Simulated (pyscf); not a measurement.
A first-order saddle from PySCF, ωB97X-D3(BJ)/def2-SVP:

```xyz
10

C     -0.8712    -0.8116    -0.3803
Ge    -0.2430     1.0126    -0.6635
H     -2.0335    -0.1056     0.4953
H     -0.5353    -1.3656    -1.2901
H     -1.3886    -1.5341     0.2405
H     -0.6130     1.9399     0.4985
H      1.2860     0.9629    -0.8535
H     -0.8535     1.5245    -1.9832
H     -0.7209    -0.4499     1.1888
H     -1.6168    -0.0257     1.4211
```
Charge 0, spin multiplicity 1.

Surface: singlet, charge 0. Lowest wavenumbers (cm⁻¹): 2213i, 189, 515, 527, 602.

### Question
Which two sides does it connect, and which bonds change?

### Answer
H₃C–GeH₃ + hydrogen (H₂) ⇌ H₃C–GeH₃ + hydrogen (H₂), a four-centre exchange read from left to right: C–H, H–H broken and C–H, H–H formed. At ωB97M-D3(BJ)/def2-TZVP it lies +116.2 kcal/mol from the left side and +116.2 kcal/mol from the right (each side as separated species at their lowest minima found). The same reactants have a lower exit, to H₃C–GeH: [singlet] + H₂ + H₂ (barrier +75.9 kcal/mol at ωB97M-D3(BJ)/def2-TZVP, against +116.2 kcal/mol here). This is the saddle that the search found; another between the same sides may lie lower. Elements up to Kr have no core potential and no relativistic terms here.
